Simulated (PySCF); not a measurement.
Calculated NMR parameters of C1CC2=C1CC2

```yaml
Formula: C6H8
SMILES: C1CC2=C1CC2
Point_group_of_the_computed_structure: C2v
Degrees_of_unsaturation: 3
Carbon_signals: 2
Proton_signals: 1
```

Numbering as in the mapped SMILES `[CH2:1]1[CH2:2][C:3]2=[C:4]1[CH2:5][CH2:6]2`; H(Xn) means a hydrogen on atom n.

[PySCF: shieldings: GIAO PBE0/pcSseg-2; PBE0-D3(BJ)/def2-TZVP geometry; isolated molecule; non-relativistic Hamiltonian; one computed conformer; one averaged value for each set of equivalent atoms]

δ = σ(ref) − σ, references computed at the same level: TMS for $^{1}$H (σ = 31.52 ppm), $^{13}$C (σ = 186.03 ppm).

| carbon | δC, type | δH (multiplicity) | HMBC from (2–3 bonds) | span of the C tensor (ppm) |
| --- | --- | --- | --- | --- |
| C1/C2/C5/C6 | 46.7, CH2 | 3.47 (s) | H(C1)/H(C2)/H(C5)/H(C6) | 47 |
| C3/C4 | 176.9, C | – | H(C1)/H(C2)/H(C5)/H(C6) | 290 |

1. Carbon types of the structure: 2 × C, 4 × CH2, which accounts for all hydrogens.
2. δC 176.9: fully substituted alkene carbon.
3. δC 46.7: allylic sp3 CH2; saturated and bonded to C and H only.
4. δH 3.47: hydrogen on an allylic sp3 CH2.

Shifts are as computed. Against solution values, carbons near 30 ppm lie about +3 ppm off and those near 130 ppm about +9 ppm. Of 1211 compounds with measured shifts, 218 miss one by over three times the rms of a fit or turn the order of signals round; such compounds aren't used in these exercises.
